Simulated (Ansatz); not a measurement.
## Sn (Im-3m, No. 229, 1 atom in the cell; start mp-7162; another form than the element's usual one)

Method: LDA (Ansatz, an electronic-structure program, PAW).

Settings: plane-wave cutoff 500 eV, 28×28×28 k mesh, Fermi–Dirac smearing 0.1 eV, scalar-relativistic PAW data made under PBE.

Cell (relaxed at this level):

Sn is taken in the cubic space group Im-3m (No. 229), the bcc (W type) structure, Pearson symbol cI2. Lattice parameters: a = 3.707 Å, b = 3.707 Å, c = 3.707 Å, α = 90.00°, β = 90.00°, γ = 90.00°. Sn on 2a sees 8 Sn at 3.211 Å and 6 Sn at 3.707 Å. (Neighbours: up to the widest gap in distance over summed covalent radii, below 1.35, at either atom.)
(The calculation used a cell of 1 atom; values per cell refer to that cell.)

```json
{
  "band_gap": "none"
}
```

Note: the relaxation could not lower the start's symmetry, so the cell can be a saddle point above a distorted one.

Spin–orbit coupling is not included.

The computed numbers hold no vibrational or temperature effects.

A start named mp-… is a Materials Project structure, which need not be a measured phase.
